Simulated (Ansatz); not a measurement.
Where PBE holds and where it fails for fluorite SrCl2

Programs: Ansatz (a quantum-chemistry and plane-wave program).

| property | PBE | LDA | HSE06 | reference | PBE less reference |
|---|---|---|---|---|---|
| equilibrium lattice constant a (Å) | 7.041 | 6.800 | 7.008 | 6.974* | +0.96 % |
| bulk modulus (GPa) | 33.6 | 44.1 | 35.5 | 34.3* | -2.0 % |
| cohesive energy (eV/atom) | 4.03 | 4.56 | 4.07 | 4.28 ± 0.03 | -0.25 eV/atom |
| band gap (eV), at the measured cell, all with SOC | 5.35 (indirect) | 4.88 | 6.63 | 7.5* | -2.15 eV |
| high-frequency dielectric constant | 2.88 | 3.13 | – | – | – |
| dielectric constant ε0 (ions relaxed) | 8.55 | 7.23 | – | – | – |
| elastic constant C11 (GPa) | 66.7 | 81.8 | 70.5 | – | – |
| elastic constant C44 (GPa) | 8.42 | 11.6 | 9.27 | – | – |
| polycrystal shear modulus (GPa) | 13.2 | 16.8 | 14.3 | – | – |
| enthalpy of formation (eV/atom) | -2.541 | -2.750 | -2.677 | -2.864* | +0.323 eV/atom |
| direct gap at Γ (eV), at the measured cell, all with SOC | 5.63 | 5.18 | 6.94 | – | – |

PBE is well off the measurement for the lattice constant a (+0.96 %); band gap (-2.15 eV, at least halved by HSE06); formation enthalpy (+0.323 eV/atom, at least halved by LDA).  In between, or not called against an uncorrected reference: bulk modulus (-2.0 %), cohesive energy (-0.25 eV/atom). Where no measured value is used, PBE differs from LDA by -8.0 % in the high-frequency dielectric constant; from LDA by +18.3 % in the static dielectric constant; from HSE06 by -5.4 % in the elastic constant C11; from HSE06 by -9.2 % in the elastic constant C44; from HSE06 by -7.7 % in the Voigt–Reuss–Hill shear modulus; from HSE06 by -1.31 eV in the direct gap at Γ.

A star marks values at room or unstated temperature without corrections; heat and zero-point motion as a rule enlarge cells and lower moduli and gaps.

Called good within 0.10 eV/atom for the cohesive energy (and 5 % of it).

Called well off beyond 0.25 eV/atom for the cohesive energy, 1.31 eV for the band gap, 0.150 eV/atom for the formation enthalpy (bounds picked here from the quality of each reference); against an uncorrected reference the lattice constant a is called beyond 0.5 % where a correction would as a rule widen the miss, else beyond 3 %; against an uncorrected reference the bulk modulus is called beyond 10 % where a correction would as a rule widen the miss, else beyond 20 %.

Free atoms are spin-polarised, in the lowest state found; at levels without +SOC their spin–orbit coupling is left out.

Differences are worked out from the printed values.

The references are measured values: lattice constant a room temperature, bulk modulus temperature unstated, cohesive energy derived from tabulated measurements, band gap temperature unstated, formation enthalpy room temperature, unchecked.

Unless a row names a cell, each level is at its own relaxed cell.

Density-functional gaps are differences of (generalised) Kohn–Sham levels.

Caveats: exact exchange on metals is sensitive to the k mesh and can open a false gap (HSE06). Ansatz's density-functional and Hartree–Fock values are scalar-relativistic unless marked +SOC, with PAW data made under PBE.

References as tabulated in Kanchana et al., Calculated structural, elastic and electronic properties of …; Aguado et al. (1999), arXiv:cond-mat/9901145; NASA TM-4513. Worked out here from the CRC Handbook's enthalpies at 298 K, with a Debye model for the thermal and zero-point parts: SrCl2.
